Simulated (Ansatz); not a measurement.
Beryllium, hcp: convergence with cold smearing

Computed with Ansatz, LDA, scalar-relativistic PAW, on the relaxed cell (a = 2.230 Å, c = 3.508 Å (c/a = 1.574); spin not included). Errors count from a run at 420 eV on a Γ-centred 26×26×15 mesh with Fermi-Dirac smearing of 0.1 eV, extrapolated to zero width. Fixed here: cutoff 420 eV, mesh 16×16×9. The SCF starts from atomic densities corrected by a trained network.

```json
{"width (eV)": "0.01", "E(σ→0) error (meV/atom)": "-0.8", "F error (meV/atom)": "-0.8", "P (GPa)": "-0.01", "SCF iterations": "4"}
{"width (eV)": "0.03", "E(σ→0) error (meV/atom)": "-0.8", "F error (meV/atom)": "-0.8", "P (GPa)": "-0.01", "SCF iterations": "4"}
{"width (eV)": "0.1", "E(σ→0) error (meV/atom)": "-0.9", "F error (meV/atom)": "-0.9", "P (GPa)": "-0.02", "SCF iterations": "4"}
{"width (eV)": "0.2", "E(σ→0) error (meV/atom)": "-1.2", "F error (meV/atom)": "-1.1", "P (GPa)": "-0.03", "SCF iterations": "4"}
{"width (eV)": "0.3", "E(σ→0) error (meV/atom)": "-1.4", "F error (meV/atom)": "-0.6", "P (GPa)": "-0.03", "SCF iterations": "4"}
{"width (eV)": "1.0", "E(σ→0) error (meV/atom)": "0.9", "F error (meV/atom)": "8.6", "P (GPa)": "-0.23", "SCF iterations": "4"}
```

Q: What does the run at 0.6 give (width)?

A: E(σ→0) error (meV/atom): 0.2; F error (meV/atom): 2.3; P (GPa): -0.08; SCF iterations: 4.
